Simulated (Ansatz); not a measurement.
ReS2 (P-1, No. 2; cell taken from a computed entry), treated with LDA in Ansatz (plane waves, PAW).

Run with plane-wave cutoff 500 eV, 8×8×4 k mesh (along the axes of the cell as run), gaussian smearing 0.02 eV, no spin polarisation, scalar-relativistic PAW data made under PBE.

Cell (relaxed at this level):

```
ReS2
1.0
    6.29888    -0.00684    -0.00632
    3.08715     5.60900     0.00916
    0.11201     3.34862    12.00626
Re S
8 16
Direct
  0.18754   0.06522   0.24597
  0.81246   0.93478   0.75403
  0.31246   0.43478   0.25403
  0.68754   0.56522   0.74597
  0.76177   0.03640   0.24877
  0.23823   0.96360   0.75123
  0.26177   0.53640   0.74877
  0.73823   0.46360   0.25123
  0.90628   0.71297   0.15215
  0.09372   0.28703   0.84785
  0.60148   0.77905   0.87965
  0.39852   0.22095   0.12035
  0.36401   0.75288   0.13857
  0.63599   0.24712   0.86143
  0.14473   0.72161   0.89438
  0.85527   0.27839   0.10562
  0.35527   0.77839   0.60562
  0.64473   0.22161   0.39438
  0.13599   0.74712   0.36143
  0.86401   0.25288   0.63857
  0.10148   0.27905   0.37965
  0.89852   0.72095   0.62035
  0.59371   0.78703   0.34785
  0.40629   0.21297   0.65215
```

Task: Estimate the band gap that the calculation returns.

Result: 
- band gap: 1.18 eV (on the SCF k mesh)

Note: the relaxation could not lower the start's symmetry, so the cell can be a saddle point above a distorted one.

Spin–orbit coupling is not included.

Static lattice: no zero-point or thermal effects.

It cost very roughly 90 core-minutes of CPU time.

Ansatz is a first-principles code.
